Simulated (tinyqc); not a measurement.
Worked calculation: UHF in the sto-3g basis, for H2O, spin multiplicity 3. This run ends on a higher stationary point, not on the lowest solution. Computed by tinyqc, a small Python program that keeps every step (integrals from PySCF). Settings: charge = 0, multiplicity = 3, basis = sto-3g, energy threshold = 1e-08, iteration cap = 59, orthogonalisation = canonical, start = highest core orbitals, DIIS depth = 0, method = UHF. Command: `OMP_NUM_THREADS=1 python tinyqc.py 25208 25209 out.jsonl` (the two numbers bound the seeds that draw the settings). One thread of a shared host (Intel(R) Xeon(R) Processor @ 2.60GHz), about 0.1 s of CPU time with the checks.

Geometry (angstrom):
```
atom        x         y        z
O     0.00000   0.00000  0.00000
H     0.00000   0.95400  0.83100
H     0.00000  -0.95400  0.83100
```

Stop when the energy changes by less than 1e-08 hartree and every element of the error matrix X^T (F D S - S D F) X (for each spin) is below 3e-05.

Course of the cycle:
```
iteration  E (hartree)     change  largest element of the error matrix
1          -29.1094755          -                             1.75e-01
2          -74.0828661  -4.50e+01                             2.76e-01
3          -74.5307376  -4.48e-01                             1.02e-01
4          -74.5493444  -1.86e-02                             2.84e-02
5          -74.5507511  -1.41e-03                             1.35e-02
6          -74.5512932  -5.42e-04                             8.67e-03
7          -74.5515746  -2.81e-04                             6.09e-03
8          -74.5517224  -1.48e-04                             4.36e-03
9          -74.5517996  -7.71e-05                             3.13e-03
10         -74.5518395  -4.00e-05                             2.25e-03
11         -74.5518601  -2.06e-05                             1.61e-03
12         -74.5518707  -1.06e-05                             1.15e-03
13         -74.5518761  -5.42e-06                             8.25e-04
14         -74.5518789  -2.77e-06                             5.90e-04
15         -74.5518803  -1.42e-06                             4.21e-04
16         -74.5518810  -7.22e-07                             3.01e-04
17         -74.5518814  -3.68e-07                             2.15e-04
18         -74.5518816  -1.87e-07                             1.53e-04
19         -74.5518817  -9.55e-08                             1.09e-04
20         -74.5518817  -4.86e-08                             7.80e-05
21         -74.5518818  -2.47e-08                             5.57e-05
22         -74.5518818  -1.26e-08                             3.97e-05
23         -74.5518818  -6.41e-09                             2.83e-05
```

Can the last value be used, and what does the course show?

No, though the log alone does not show it. Converged in 23 iterations. But the solution lies 0.16145 hartree above the reference: it is another stationary point, not the lowest one. Reruns (cap 100 unless said): DIIS 8: converged in 15 to a higher stationary point; damping 0.5: converged in 52 to a higher stationary point; level shift 0.5: converged in 38 to a higher stationary point; atomic densities as start, DIIS 8: converged in 9. PySCF UHF in the same basis, after a stability check = -74.7133327 hartree.
